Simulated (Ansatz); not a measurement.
1T (CdI2-type) PtSe₂, treated with PBE-D3(BJ) (Ansatz, a first-principles code, PAW).

Rigid layers of the crystal as relaxed at this level are moved apart or together:

| run | k mesh | layer repeat (Å) | energy against free layers (meV/Å²) | gap on the mesh (eV) |
|---|---|---|---|---|
| 1 | 12×12×8 | 4.78 | -40.98 | 0.000 |
| 2 | 12×12×8 | 4.93 | -40.60 | 0.000 |
| 3 | 12×12×8 | 5.08 | -38.90 | 0.000 |
| 4 | 12×12×6 | 5.28 | -35.89 | 0.000 |
| 5 | 12×12×6 | 5.58 | -31.00 | 0.186 |
| 6 | 12×12×6 | 5.6201 | -30.35 | 0.221 |
| 7 | 12×12×6 | 5.8201 | -27.15 | 0.385 |
| 8 | 12×12×6 | 6.08 | -23.20 | 0.560 |
| 9 | 12×12×6 | 6.2201 | -21.20 | 0.656 |
| 10 | 12×12×6 | 6.8201 | -14.11 | 0.969 |
| 11 | 12×12×6 | 7.08 | -11.77 | 1.050 |
| 12 | 12×12×4 | 8.8201 | -3.75 | 1.321 |
| 13 | 12×12×4 | 9.08 | -3.22 | 1.335 |

The lowest energy of these points lies at a layer repeat of 4.78 Å.

Spin–orbit coupling is not included.
